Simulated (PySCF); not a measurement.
## Basis set benchmark on one molecule

Molecule: SMILES CO, CH₄O.

Bonds (- single, = double, # triple, : aromatic): C1-O2 1.397 Å. C1 carries H3, H4, H5; O2 carries H6.

Geometry PBE0-D3(BJ)/def2-SVP throughout; GIAO in PySCF 2.14.0 with density-fitted response routines, gas phase, one conformer, non-relativistic; equivalent atoms averaged; functional PBE0.

Reference values (measured; solution, not stated per compound (mostly CDCl3 or CCl4); Pretsch, Buehlmann, Badertscher, Structure Determination of Organic Compounds, 4th ed. (2009)): δ(C1) = 50.2 ppm, δ(H3/H4/H5) = 3.48 ppm. Computed shifts are taken against TMS, calculated as an isolated molecule at each level.

Question: How do the basis sets STO-3G, 6-31G, pcSseg-0, 6-31G*, def2-SVP, cc-pVDZ, pcSseg-1, 6-311+G(2d,p), aug-cc-pVDZ, def2-TZVP, IGLO-III, cc-pVTZ, pcSseg-2, pcSseg-3 perform against the reference? Times are CPU seconds on shared hosts with different chips, so compare them loosely.

Answer: 
```csv
basis set,functions,C1,H3/H4/H5,abs. error C,abs. error H,core-s
STO-3G,14,46.7,1.86,3.5,1.62,0.5
6-31G,26,49.0,3.61,1.2,0.13,0.9
pcSseg-0,26,55.7,3.82,5.5,0.34,0.8
6-31G*,36,49.6,3.42,0.6,0.06,1.1
def2-SVP,48,48.9,3.27,1.3,0.21,1.2
cc-pVDZ,48,49.3,3.38,0.9,0.10,1.2
pcSseg-1,54,52.5,3.52,2.3,0.04,1.3
"6-311+G(2d,p)",78,51.2,3.49,1.0,0.01,1.9
aug-cc-pVDZ,82,49.5,3.59,0.7,0.11,1.7
def2-TZVP,86,52.3,3.46,2.1,0.02,2.3
IGLO-III,110,53.0,3.51,2.8,0.03,2.3
cc-pVTZ,116,51.8,3.46,1.6,0.02,2.6
pcSseg-2,128,53.9,3.49,3.7,0.01,3
pcSseg-3,276,53.7,3.48,3.5,0.00,10
```

For $^{13}$C the closest is 6-31G* (0.6 ppm, with aug-cc-pVDZ practically level) and the furthest pcSseg-0 (5.5 ppm).

For $^{1}$H the closest is pcSseg-3 (0.00 ppm, with 6-311+G(2d,p), pcSseg-2, def2-TZVP, cc-pVTZ, IGLO-III practically level) and the furthest STO-3G (1.62 ppm). Where a smaller basis beats a larger one, errors probably cancel; the largest sets show where the functional converges. One molecule is a small sample, and vibrational and solvent effects are absent from the calculation.

A small basis that lands close on one nucleus may do so by chance; judge by the trend and by all nuclei.
